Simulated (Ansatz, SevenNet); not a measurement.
For antifluorite Mg2Si, the machine-learned potential SevenNet-0 (trained on PBE and PBE+U data) gives:

```
Property                                 Value
------------------------------  --------------
lattice parameter a                    6.363 Å
elastic constant C11                  80.6 GPa
elastic constant C44                  23.2 GPa
Voigt–Reuss–Hill shear modulus        21.8 GPa
formation enthalpy              -0.108 eV/atom
```

### Question
What does HSE06 (PAW; Ansatz, a first-principles code) give for the same quantities?

### Answer

- lattice constant a: 6.337 Å (falls by 0.4 %)
- elastic constant C11: 126 GPa (rises by 56 %)
- elastic constant C44: 48.8 GPa (increases by 110 %)
- Voigt–Reuss–Hill shear modulus: 49.8 GPa (goes up by 130 %)
- formation enthalpy: -0.189 eV/atom (moves by -0.081 eV/atom)

For comparison: elastic constant C11 121 GPa (measured, temperature not stated, not corrected to a static lattice; as tabulated in Råsander and Moram (2015), arXiv:1505.02379); elastic constant C44 46 GPa (measured, temperature not stated, no zero-point or thermal correction; as tabulated in Råsander and Moram (2015), arXiv:1505.02379); formation enthalpy -0.269 eV/atom (measured, 298 K, copied from a table, unchecked, no zero-point or thermal correction; as tabulated in Wang et al. (2021), doi:10.1038/s41598-021-94550-5).

Changes are worked out from the printed values.

Unless a cell is named, each level is at its own relaxed cell (SevenNet-0 21.47, HSE06 21.21 Å³/atom).

Caveats: exact exchange on metals is sensitive to the k mesh and can open a false gap (HSE06). Ansatz's density-functional and Hartree–Fock values are scalar-relativistic unless marked +SOC, with PAW data made under PBE.
